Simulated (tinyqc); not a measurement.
UHF in the sto-3g basis, for CH2, spin multiplicity 3, step by step (part 1 of 2). Computed by tinyqc, a small Python program that keeps every step (integrals from PySCF). Settings: charge = 0, multiplicity = 3, basis = sto-3g, energy threshold = 1e-10, iteration cap = 87, orthogonalisation = symmetric, start = core, DIIS depth = 4, method = UHF. Command: `OMP_NUM_THREADS=1 python tinyqc.py 26084 26085 out.jsonl` (the two numbers bound the seeds that draw the settings). One thread of a shared host (Intel(R) Xeon(R) Processor @ 2.60GHz), about 0.2 s of CPU time with the checks. Later iterations appear only in the table of the cycle.

## One-electron integrals

Geometry (angstrom):
```
atom         x          y         z
C     0.000000   0.000000  0.000000
H     0.000000   1.309000  0.596000
H     0.000000  -1.309000  0.596000
```

Basis sto-3g: exponents (1/bohr^2) and contraction coefficients of normalised primitives:
```
element  l (shell)   exponent  coefficient
C            s (1)  71.616837     0.154329
C            s (1)  13.045096     0.535328
C            s (1)   3.530512     0.444635
C            s (2)   2.941249    -0.099967
C            s (2)   0.683483     0.399513
C            s (2)   0.222290     0.700115
C            p (3)   2.941249     0.155916
C            p (3)   0.683483     0.607684
C            p (3)   0.222290     0.391957
H            s (1)   3.425251     0.154329
H            s (1)   0.623914     0.535328
H            s (1)   0.168855     0.444635
```

Overlap, kinetic and nuclear-attraction integrals over the contracted functions; the nuclear repulsion is the sum of Za Zb / Rab.

nuclear repulsion = 4.61716316 hartree

overlap S, lower triangle:
```
           1C 1s     1C 2s    1C 2px     1C 2py    1C 2pz     2H 1s     3H 1s
1C 1s   1.000000
1C 2s   0.248362  1.000000
1C 2px  0.000000  0.000000  1.000000
1C 2py  0.000000  0.000000  0.000000   1.000000
1C 2pz  0.000000  0.000000  0.000000   0.000000  1.000000
2H 1s   0.028085  0.312247  0.000000   0.305485  0.139090  1.000000
3H 1s   0.028085  0.312247  0.000000  -0.305485  0.139090  0.039552  1.000000
```

kinetic energy T (hartree), lower triangle:
```
            1C 1s     1C 2s    1C 2px     1C 2py    1C 2pz      2H 1s     3H 1s
1C 1s   15.891122
1C 2s   -0.085890  0.472250
1C 2px   0.000000  0.000000  1.477728
1C 2py   0.000000  0.000000  0.000000   1.477728
1C 2pz   0.000000  0.000000  0.000000   0.000000  1.477728
2H 1s   -0.008548  0.026087  0.000000   0.090014  0.040984   0.760032
3H 1s   -0.008548  0.026087  0.000000  -0.090014  0.040984  -0.009859  0.760032
```

nuclear attraction V (hartree), lower triangle:
```
             1C 1s      1C 2s     1C 2px     1C 2py     1C 2pz      2H 1s      3H 1s
1C 1s   -34.388580
1C 2s    -4.374983  -5.921777
1C 2px    0.000000   0.000000  -5.833753
1C 2py    0.000000   0.000000   0.000000  -5.947755
1C 2pz   -0.008061  -0.091088   0.000000   0.000000  -5.857387
2H 1s    -0.501366  -1.429203   0.000000  -1.274107  -0.592198  -3.624636
3H 1s    -0.501366  -1.429203   0.000000   1.274107  -0.592198  -0.167861  -3.624636
```

core Hamiltonian H = T + V (hartree), lower triangle:
```
             1C 1s      1C 2s     1C 2px     1C 2py     1C 2pz      2H 1s      3H 1s
1C 1s   -18.497458
1C 2s    -4.460873  -5.449527
1C 2px    0.000000   0.000000  -4.356025
1C 2py    0.000000   0.000000   0.000000  -4.470027
1C 2pz   -0.008061  -0.091088   0.000000   0.000000  -4.379658
2H 1s    -0.509913  -1.403116   0.000000  -1.184093  -0.551214  -2.864604
3H 1s    -0.509913  -1.403116   0.000000   1.184093  -0.551214  -0.177721  -2.864604
```

## Two-electron integrals

Functions are numbered as in S; the eight-fold symmetry (ij|kl) = (ji|kl) = (kl|ij) leaves the list below.

Two-electron integrals (ij|kl) in chemists' order, unique and non-zero (hartree):
```
(11|11) 3.541948    (21|11) 0.576921    (21|21) 0.111888    (22|11) 0.854682
(22|21) 0.205284    (22|22) 0.624709    (31|31) 0.020296    (32|31) 0.030858
(32|32) 0.137996    (33|11) 0.852436    (33|21) 0.205335    (33|22) 0.624568
(33|33) 0.672833    (41|41) 0.020296    (42|41) 0.030858    (42|42) 0.137996
(43|43) 0.036269    (44|11) 0.852436    (44|21) 0.205335    (44|22) 0.624568
(44|33) 0.600295    (44|44) 0.672833    (51|51) 0.020296    (52|51) 0.030858
(52|52) 0.137996    (53|53) 0.036269    (54|54) 0.036269    (55|11) 0.852436
(55|21) 0.205335    (55|22) 0.624568    (55|33) 0.600295    (55|44) 0.600295
(55|55) 0.672833    (61|11) 0.065458    (61|21) 0.012628    (61|22) 0.023165
(61|33) 0.023094    (61|41) 0.000662    (61|42) 0.001253    (61|44) 0.023276
(61|51) 0.000301    (61|52) 0.000570    (61|54) 0.000083    (61|55) 0.023132
(61|61) 0.001454    (62|11) 0.187410    (62|21) 0.045766    (62|22) 0.157419
(62|33) 0.153418    (62|41) 0.003907    (62|42) 0.029255    (62|44) 0.163227
(62|51) 0.001779    (62|52) 0.013320    (62|54) 0.004466    (62|55) 0.155451
(62|61) 0.005388    (62|62) 0.056608    (63|31) 0.004232    (63|32) 0.023539
(63|43) 0.005418    (63|53) 0.002467    (63|63) 0.006187    (64|11) 0.157537
(64|21) 0.038918    (64|22) 0.141933    (64|33) 0.135037    (64|41) 0.007033
(64|42) 0.047332    (64|44) 0.153896    (64|51) 0.001275    (64|52) 0.010833
(64|54) 0.006120    (64|55) 0.136700    (64|61) 0.004748    (64|62) 0.060408
(64|64) 0.069476    (65|11) 0.071728    (65|21) 0.017720    (65|22) 0.064623
(65|33) 0.061483    (65|41) 0.001275    (65|42) 0.010833    (65|44) 0.065137
(65|51) 0.004813    (65|52) 0.028472    (65|54) 0.007081    (65|55) 0.067174
(65|61) 0.002162    (65|62) 0.027504    (65|64) 0.028816    (65|65) 0.019307
(66|11) 0.365837    (66|21) 0.090763    (66|22) 0.356935    (66|33) 0.339745
(66|41) 0.008451    (66|42) 0.088000    (66|44) 0.382039    (66|51) 0.003848
(66|52) 0.040067    (66|54) 0.019257    (66|55) 0.348513    (66|61) 0.010757
(66|62) 0.174106    (66|64) 0.203919    (66|65) 0.092846    (66|66) 0.774606
(71|11) 0.065458    (71|21) 0.012628    (71|22) 0.023165    (71|33) 0.023094
(71|41) -0.000662   (71|42) -0.001253   (71|44) 0.023276    (71|51) 0.000301
(71|52) 0.000570    (71|54) -0.000083   (71|55) 0.023132    (71|61) 0.001408
(71|62) 0.005036    (71|64) 0.004132    (71|65) 0.002030    (71|66) 0.009967
(71|71) 0.001454    (72|11) 0.187410    (72|21) 0.045766    (72|22) 0.157419
(72|33) 0.153418    (72|41) -0.003907   (72|42) -0.029255   (72|44) 0.163227
(72|51) 0.001779    (72|52) 0.013320    (72|54) -0.004466   (72|55) 0.155451
(72|61) 0.005036    (72|62) 0.036259    (72|64) 0.028984    (72|65) 0.017155
(72|66) 0.082954    (72|71) 0.005388    (72|72) 0.056608    (73|31) 0.004232
(73|32) 0.023539    (73|43) -0.005418   (73|53) 0.002467    (73|63) 0.003575
(73|73) 0.006187    (74|11) -0.157537   (74|21) -0.038918   (74|22) -0.141933
(74|33) -0.135037   (74|41) 0.007033    (74|42) 0.047332    (74|44) -0.153896
(74|51) -0.001275   (74|52) -0.010833   (74|54) 0.006120    (74|55) -0.136700
(74|61) -0.004132   (74|62) -0.028984   (74|64) -0.020521   (74|65) -0.013519
(74|66) -0.065166   (74|71) -0.004748   (74|72) -0.060408   (74|74) 0.069476
(75|11) 0.071728    (75|21) 0.017720    (75|22) 0.064623    (75|33) 0.061483
(75|41) -0.001275   (75|42) -0.010833   (75|44) 0.065137    (75|51) 0.004813
(75|52) 0.028472    (75|54) -0.007081   (75|55) 0.067174    (75|61) 0.002030
(75|62) 0.017155    (75|64) 0.013519    (75|65) 0.011521    (75|66) 0.041062
(75|71) 0.002162    (75|72) 0.027504    (75|74) -0.028816   (75|75) 0.019307
(76|11) 0.021973    (76|21) 0.005376    (76|22) 0.018937    (76|33) 0.018505
(76|44) 0.019089    (76|51) 0.000370    (76|52) 0.002906    (76|55) 0.019197
(76|61) 0.000615    (76|62) 0.005718    (76|64) 0.005374    (76|65) 0.003081
(76|66) 0.015748    (76|71) 0.000615    (76|72) 0.005718    (76|74) -0.005374
(76|75) 0.003081    (76|76) 0.000745    (77|11) 0.365837    (77|21) 0.090763
(77|22) 0.356935    (77|33) 0.339745    (77|41) -0.008451   (77|42) -0.088000
(77|44) 0.382039    (77|51) 0.003848    (77|52) 0.040067    (77|54) -0.019257
(77|55) 0.348513    (77|61) 0.009967    (77|62) 0.082954    (77|64) 0.065166
(77|65) 0.041062    (77|66) 0.202071    (77|71) 0.010757    (77|72) 0.174106
(77|74) -0.203919   (77|75) 0.092846    (77|76) 0.015748    (77|77) 0.774606
```

## Orthogonalisation

S = U s U^T; symmetric (Loewdin) form X = U s^(-1/2) U^T, so that X^T S X = 1.

eigenvalues of S: 0.494826  0.547751  0.896228  1.000000  1.080098  1.412697  1.568400

X, lower triangle:
```
            1C 1s      1C 2s    1C 2px     1C 2py     1C 2pz      2H 1s     3H 1s
1C 1s    1.025787
1C 2s   -0.140368   1.114605
1C 2px   0.000000   0.000000  1.000000
1C 2py   0.000000   0.000000  0.000000   1.084600
1C 2pz  -0.004808   0.039132  0.000000   0.000000   1.016946
2H 1s    0.018915  -0.182427  0.000000  -0.180059  -0.079350   1.094586
3H 1s    0.018915  -0.182427  0.000000   0.180059  -0.079350  -0.013327  1.094586
```

## Starting guess

The start is the orbitals of the core Hamiltonian; D(s) = C_occ C_occ^T for each spin.

D(alpha) at the start, lower triangle:
```
            1C 1s      1C 2s    1C 2px     1C 2py     1C 2pz      2H 1s     3H 1s
1C 1s    1.070260
1C 2s   -0.288643   1.182745
1C 2px   0.000000   0.000000  1.000000
1C 2py   0.000000   0.000000  0.000000   1.133542
1C 2pz  -0.011168   0.057258  0.000000   0.000000   1.027217
2H 1s    0.027351  -0.105992  0.000000  -0.134300  -0.060057   0.028358
3H 1s    0.027351  -0.105992  0.000000   0.134300  -0.060057  -0.003466  0.028358
```

D(beta) at the start, lower triangle:
```
            1C 1s      1C 2s    1C 2px     1C 2py     1C 2pz      2H 1s     3H 1s
1C 1s    1.064839
1C 2s   -0.266205   1.089876
1C 2px   0.000000   0.000000  0.000000
1C 2py   0.000000   0.000000  0.000000   1.133542
1C 2pz  -0.081620   0.348850  0.000000   0.000000   0.111673
2H 1s    0.029177  -0.113546  0.000000  -0.134300  -0.036339   0.027743
3H 1s    0.029177  -0.113546  0.000000   0.134300  -0.036339  -0.004080  0.027743
```

## Iteration 1: building the Fock matrix

J_ij = sum D_kl (ij|kl) with D = D(alpha) + D(beta), K_ij = sum D_kl (ik|jl) for each spin; F = H + J - K(s); E = tr D H + tr D J / 2 - 0.5 sum_s tr D(s) K(s) + E_nn.

Coulomb J (hartree), lower triangle:
```
            1C 1s     1C 2s    1C 2px     1C 2py    1C 2pz     2H 1s     3H 1s
1C 1s   12.314411
1C 2s    2.402979  5.497939
1C 2px   0.000000  0.000000  5.468556
1C 2py   0.000000  0.000000  0.000000   5.534959
1C 2pz   0.017002  0.076622  0.000000   0.000000  5.473845
2H 1s    0.272329  1.336213  0.000000   1.184170  0.547882  2.899827
3H 1s    0.272329  1.336213  0.000000  -1.184170  0.547882  0.159834  2.899827
```

exchange K(alpha) (hartree), lower triangle:
```
           1C 1s     1C 2s    1C 2px     1C 2py    1C 2pz     2H 1s     3H 1s
1C 1s   3.655698
1C 2s   0.673728  1.098596
1C 2px  0.000000  0.000000  0.905630
1C 2py  0.000000  0.000000  0.000000   0.903973
1C 2pz  0.000227  0.000809  0.000000   0.000000  0.905178
2H 1s   0.081862  0.227225  0.000000   0.152343  0.068958  0.092802
3H 1s   0.081862  0.227225  0.000000  -0.152343  0.068958  0.028281  0.092802
```

exchange K(beta) (hartree), lower triangle:
```
           1C 1s     1C 2s    1C 2px     1C 2py    1C 2pz     2H 1s     3H 1s
1C 1s   3.613237
1C 2s   0.613902  0.781575
1C 2px  0.000000  0.000000  0.187592
1C 2py  0.000000  0.000000  0.000000   0.822100
1C 2pz  0.008920  0.214089  0.000000   0.000000  0.246871
2H 1s   0.073811  0.184484  0.000000   0.142051  0.064186  0.081030
3H 1s   0.073811  0.184484  0.000000  -0.142051  0.064186  0.021377  0.081030
```

F(alpha) (hartree), lower triangle:
```
            1C 1s      1C 2s    1C 2px     1C 2py     1C 2pz      2H 1s      3H 1s
1C 1s   -9.838745
1C 2s   -2.731622  -1.050184
1C 2px   0.000000   0.000000  0.206901
1C 2py   0.000000   0.000000  0.000000   0.160958
1C 2pz   0.008714  -0.015274  0.000000   0.000000   0.189008
2H 1s   -0.319446  -0.294128  0.000000  -0.152266  -0.072290  -0.057579
3H 1s   -0.319446  -0.294128  0.000000   0.152266  -0.072290  -0.046167  -0.057579
```

F(beta) (hartree), lower triangle:
```
            1C 1s      1C 2s    1C 2px     1C 2py     1C 2pz      2H 1s      3H 1s
1C 1s   -9.796285
1C 2s   -2.671797  -0.733163
1C 2px   0.000000   0.000000  0.924938
1C 2py   0.000000   0.000000  0.000000   0.242832
1C 2pz   0.000021  -0.228555  0.000000   0.000000   0.847315
2H 1s   -0.311396  -0.251387  0.000000  -0.141974  -0.067517  -0.045807
3H 1s   -0.311396  -0.251387  0.000000   0.141974  -0.067517  -0.039263  -0.045807
```

total energy of this density = -36.91260420 hartree

## Iteration 1: diagonalisation and new density

Diagonalise F' = X^T F X, C = X C', fill 5 alpha and 3 beta electrons from the bottom; D(s) = C_occ C_occ^T. Each column has its largest component positive (the first on a tie).

F' = X^T F X (alpha) (hartree), lower triangle:
```
           1          2         3          4          5          6         7
1  -9.608583
2  -1.501295  -0.443269
3   0.000000   0.000000  0.206901
4   0.000000   0.000000  0.000000   0.307550
5  -0.004301   0.038955  0.000000   0.000000   0.218552
6  -0.009585  -0.194954  0.000000  -0.222000  -0.098064   0.094796
7  -0.009585  -0.194954  0.000000   0.222000  -0.098064  -0.023136  0.094796
```

orbital energies (alpha) (hartree): MO1 -9.848558, MO2 -0.371785, MO3 -0.115217, MO4 0.090709, MO5 0.206901, MO6 0.367994, MO7 0.540699

coefficients C (alpha):
```
              MO1        MO2        MO3        MO4       MO5        MO6        MO7
1C 1s    0.990925  -0.242152   0.000000   0.131632  0.000000  -0.121589   0.000000
1C 2s    0.035781   0.810448   0.000000  -0.575407  0.000000   0.583899   0.000000
1C 2px   0.000000   0.000000   0.000000   0.000000  1.000000   0.000000   0.000000
1C 2py   0.000000   0.000000   0.442204   0.000000  0.000000   0.000000   1.022573
1C 2pz   0.000672   0.044103   0.000000   0.659338  0.000000   0.782083   0.000000
2H 1s   -0.005715   0.248894   0.521600   0.440179  0.000000  -0.607252  -0.611630
3H 1s   -0.005715   0.248894  -0.521600   0.440179  0.000000  -0.607252   0.611630
```

F' = X^T F X (beta) (hartree), lower triangle:
```
           1          2         3          4          5          6         7
1  -9.574891
2  -1.484770  -0.117636
3   0.000000   0.000000  0.924938
4   0.000000   0.000000  0.000000   0.396138
5   0.014223  -0.171714  0.000000   0.000000   0.881110
6  -0.011105  -0.188762  0.000000  -0.225926  -0.106612   0.098046
7  -0.011105  -0.188762  0.000000   0.225926  -0.106612  -0.022957  0.098046
```

orbital energies (beta) (hartree): MO1 -9.802851, MO2 -0.216537, MO3 -0.089294, MO4 0.353944, MO5 0.606435, MO6 0.924938, MO7 0.929117

coefficients C (beta):
```
              MO1        MO2        MO3        MO4        MO5       MO6        MO7
1C 1s    0.992749  -0.184931   0.000000  -0.226463   0.000000  0.000000   0.040559
1C 2s    0.028928   0.582786   0.000000   0.987884   0.000000  0.000000  -0.117254
1C 2px   0.000000   0.000000   0.000000   0.000000   0.000000  1.000000   0.000000
1C 2py   0.000000   0.000000   0.383598   0.000000   1.045970  0.000000   0.000000
1C 2pz   0.001769   0.153516   0.000000   0.142759   0.000000  0.000000   1.002185
2H 1s   -0.004724   0.402625   0.555392  -0.665357  -0.581116  0.000000  -0.140231
3H 1s   -0.004724   0.402625  -0.555392  -0.665357   0.581116  0.000000  -0.140231
```

D(alpha) after iteration 1, lower triangle:
```
            1C 1s      1C 2s    1C 2px     1C 2py    1C 2pz      2H 1s     3H 1s
1C 1s    1.057897
1C 2s   -0.236537   0.989201
1C 2px   0.000000   0.000000  1.000000
1C 2py   0.000000   0.000000  0.000000   0.195544
1C 2pz   0.076776  -0.343621  0.000000   0.000000  0.436672
2H 1s   -0.007992  -0.051771  0.000000   0.230654  0.301200   0.527804
3H 1s   -0.007992  -0.051771  0.000000  -0.230654  0.301200  -0.016328  0.527804
```

D(beta) after iteration 1, lower triangle:
```
            1C 1s     1C 2s    1C 2px     1C 2py    1C 2pz      2H 1s     3H 1s
1C 1s    1.019750
1C 2s   -0.079057  0.340477
1C 2px   0.000000  0.000000  0.000000
1C 2py   0.000000  0.000000  0.000000   0.147148
1C 2pz  -0.026634  0.089518  0.000000   0.000000  0.023570
2H 1s   -0.079148  0.234508  0.000000   0.213048  0.061801   0.470590
3H 1s   -0.079148  0.234508  0.000000  -0.213048  0.061801  -0.146332  0.470590
```

## Iteration 2: building the Fock matrix

As before.

Coulomb J (hartree), lower triangle:
```
            1C 1s     1C 2s    1C 2px     1C 2py    1C 2pz     2H 1s     3H 1s
1C 1s   10.889381
1C 2s    2.074521  4.762163
1C 2px   0.000000  0.000000  4.732170
1C 2py   0.000000  0.000000  0.000000   4.814636
1C 2pz   0.004363  0.082130  0.000000   0.000000  4.722989
2H 1s    0.235013  1.242772  0.000000   1.145405  0.532736  3.184819
3H 1s    0.235013  1.242772  0.000000  -1.145405  0.532736  0.149060  3.184819
```

exchange K(alpha) (hartree), lower triangle:
```
           1C 1s      1C 2s    1C 2px     1C 2py    1C 2pz     2H 1s     3H 1s
1C 1s   3.615654
1C 2s   0.634112   0.932004
1C 2px  0.000000   0.000000  0.848517
1C 2py  0.000000   0.000000  0.000000   0.540398
1C 2pz  0.002476  -0.105955  0.000000   0.000000  0.581968
2H 1s   0.075557   0.294908  0.000000   0.276266  0.158197  0.603914
3H 1s   0.075557   0.294908  0.000000  -0.276266  0.158197  0.031059  0.603914
```

exchange K(beta) (hartree), lower triangle:
```
           1C 1s     1C 2s    1C 2px     1C 2py    1C 2pz     2H 1s     3H 1s
1C 1s   3.554960
1C 2s   0.593814  0.521962
1C 2px  0.000000  0.000000  0.099739
1C 2py  0.000000  0.000000  0.000000   0.408893
1C 2pz  0.000549  0.145561  0.000000   0.000000  0.146622
2H 1s   0.067818  0.279147  0.000000   0.262479  0.113420  0.574651
3H 1s   0.067818  0.279147  0.000000  -0.262479  0.113420  0.018235  0.574651
```

F(alpha) (hartree), lower triangle:
```
             1C 1s      1C 2s     1C 2px     1C 2py     1C 2pz      2H 1s      3H 1s
1C 1s   -11.223732
1C 2s    -3.020465  -1.619368
1C 2px    0.000000   0.000000  -0.472373
1C 2py    0.000000   0.000000   0.000000  -0.195789
1C 2pz   -0.006174   0.096996   0.000000   0.000000  -0.238637
2H 1s    -0.350458  -0.455253   0.000000  -0.314954  -0.176676  -0.283699
3H 1s    -0.350458  -0.455253   0.000000   0.314954  -0.176676  -0.059720  -0.283699
```

F(beta) (hartree), lower triangle:
```
             1C 1s      1C 2s    1C 2px     1C 2py     1C 2pz      2H 1s      3H 1s
1C 1s   -11.163038
1C 2s    -2.980167  -1.209327
1C 2px    0.000000   0.000000  0.276406
1C 2py    0.000000   0.000000  0.000000  -0.064283
1C 2pz   -0.004247  -0.154519  0.000000   0.000000   0.196708
2H 1s    -0.342718  -0.439491  0.000000  -0.301167  -0.131898  -0.254436
3H 1s    -0.342718  -0.439491  0.000000   0.301167  -0.131898  -0.046895  -0.254436
```

total energy of this density = -38.24847587 hartree
